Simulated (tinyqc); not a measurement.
Pariser-Parr-Pople SCF with singles CI, for the molecule c1ccsc1 (SMILES; centres numbered as the heavy atoms are written), step by step. One step of it, computed by the program tinyqc.

Problem. PPP integrals. Ohno: gamma = 14.399645/sqrt(R^2 + a^2), a = 2 x 14.399645/(gamma_rr + gamma_ss); H_rr = -W_r - sum_(s != r) z_s gamma_rs; H_rs = beta for bonds.

Centres (angstrom, eV; a flat drawing with bonds scaled to 1.40 angstrom):
```
centre          x          y  core charge z          W   gamma_rr
1C       1.191000   0.000000              1  11.160000  11.130000
2C       0.368000   1.133000              1  11.160000  11.130000
3C      -0.963000   0.700000              1  11.160000  11.130000
4S      -0.963000  -0.700000              2  22.000000  13.000000
5C       0.368000  -1.133000              1  11.160000  11.130000
```

Resonance integrals (eV):
```
i  j       beta
1  2  -2.440000
2  3  -2.440000
3  4  -2.070000
4  5  -2.070000
5  1  -2.440000
```

Give: repulsion gamma_rs; core matrix H.

Solution.

repulsion gamma_rs (eV), lower triangle:
```
         1C       2C       3C       4S       5C
1C  11.1300
2C   7.5528  11.1300
3C   5.5206   7.5548  11.1300
4S   5.6246   5.6239   7.8272  13.0000
5C   7.5528   5.5185   5.5199   7.8283  11.1300
```

core matrix H (eV), lower triangle:
```
          1C        2C        3C        4S        5C
1C  -43.0354
2C   -2.4400  -43.0339
3C    0.0000   -2.4400  -45.4097
4S    0.0000    0.0000   -2.0700  -48.9040
5C   -2.4400    0.0000    0.0000   -2.0700  -45.4078
```
